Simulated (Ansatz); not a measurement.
Predict the output of the script below (Ansatz 0.2.0, Python API).

The script, `cas_ch4s2.py`:
```python
"""Active-space calculation on CH4S2."""

import logging
import sys
import warnings

import ansatz as az

logging.basicConfig(stream=sys.stdout, format="%(levelname)s %(message)s")
logger = logging.getLogger("ansatz_job")
logger.setLevel(logging.INFO)


def main() -> None:
    warnings.simplefilter("ignore", az.DeckWarning)

    geometry_ang = [
        ("S", (-1.237, 1.1167, -0.4614)),
        ("C", (-0.0909, 0.132, 0.3996)),
        ("S", (1.1334, -0.494, -0.7495)),
        ("H", (-1.4516, 0.2927, -1.4595)),
        ("H", (-0.603, -0.7156, 0.8474)),
        ("H", (0.392, 0.7395, 1.1856)),
        ("H", (1.9183, -1.1391, 0.1922)),
    ]
    mol = az.Crystal.molecule()
    for symbol, xyz in geometry_ang:
        mol = mol.atom(symbol, xyz)

    setup = (
        mol.calculation()
        .basis(gaussian="6-31G*")
        .correlation(active_electrons=2, active_orbitals=2)
    )
    for method in ["sc_nevpt2"]:
        rep = (setup if method is None else setup.correlation(method)).run().report
        space = rep["configurations"]
        state = space["states"][0]
        print(method or "casscf", f"total {rep['free_energy_ev'] / 27.211386246:.6f} Ha, active-space state {state['energy']['hartree']:.6f} Ha, mean field {rep['reference_energy_ev'] / 27.211386246:.6f} Ha")
        print("  determinants", state["n_determinants"], " natural occupations", [round(n, 3) for n in space["natural_occupations"]])
    print("effectively unpaired electrons, sum of min(n, 2 - n):", round(sum(min(n, 2 - n) for n in space["natural_occupations"]), 3))


if __name__ == "__main__":
    main()
```

Running `python cas_ch4s2.py` prints:
```text
sc_nevpt2 total -835.568724 Ha, active-space state -835.212740 Ha, mean field -835.195575 Ha
  determinants 4  natural occupations [1.974, 0.026]
effectively unpaired electrons, sum of min(n, 2 - n): 0.052
```

Reading the output:
- Total energies depend on the basis set; only differences at equal settings carry meaning.
- The geometry is a force-field or estimated start, not a minimum of this method, and the basis set is short of its limit. The active space starts as a window about the frontier orbitals and is then optimised, not chosen by chemistry.
- Finished in 3.2 s on 1 thread of AMD EPYC 7R43 64-Core Processor (Zen 3), on a shared host, peak memory 0.18 GiB.
